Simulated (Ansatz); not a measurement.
Geometry optimisation, RKS PBE0-D4/cc-pVDZ in Ansatz.

Input:

```yaml
crystal:
  periodic: [false, false, false]
  atoms:
    - { symbol: Cl, position_ang: [-0.0239, 0.6573, -1.8382] }
    - { symbol: H, position_ang: [0.0256, -0.5729, -1.4983] }
    - { symbol: H, position_ang: [0.3461, 0.082, 1.5447] }
    - { symbol: H, position_ang: [-0.3478, -0.1663, 1.7919] }
basis:
  gaussian: { orbitals: cc-pVDZ }
hamiltonian:
  xc: pbe0
  dispersion: d4
relax:
  f_tol: 0.02
  max_steps: 40
scf:
  lower_state_search: "off"
```

Command:

```bash
$ ansatz run input.yaml --threads 1 --pin off --max-ram 2048MiB --backend cpu --events-out ev --progress --plain --runs-dir out
```

Question: Where does it end, and by what steps?

Answer: It converged. The force dipped under the threshold on the way, but the program's further checks kept it going. After 20 steps the energy has fallen by 0.029 eV; H2 moved furthest, 0.95 Å.

```tsv
step	energy less start (eV)	largest force component (eV/Å)	accepted
0	0.0000	0.479	yes
1	-0.0083	0.227	yes
2	-0.0099	0.207	yes
3	-0.0016	0.545	no
4	-0.0139	0.020	yes
5	-0.0137	0.259	no
6	-0.0153	0.110	yes
7	-0.0164	0.125	yes
8	-0.0186	0.033	yes
9	-0.0188	0.027	yes
10	-0.0068	0.595	no
11	-0.0205	0.007	yes
12	-0.0188	0.254	no
13	-0.0211	0.034	yes
14	-0.0216	0.054	yes
15	-0.0220	0.145	yes
16	-0.0230	0.164	yes
17	-0.0258	0.013	yes
18	-0.0265	0.211	yes
19	-0.0274	0.175	yes
20	-0.0288	0.004	yes
```

```xyz
4
Properties=species:S:1:pos:R:3
Cl 0.046 0.266 -2.028
H -0.016 0.027 -0.759
H 0.144 0.200 1.402
H -0.174 -0.493 1.386
```

Whether the end is a true minimum wasn't checked by a vibrational analysis.

Run time: 4.4 s on 1 thread of AMD EPYC 9R45 96-Core Processor (Zen 5) (shared host), peak memory 0.1 GiB.
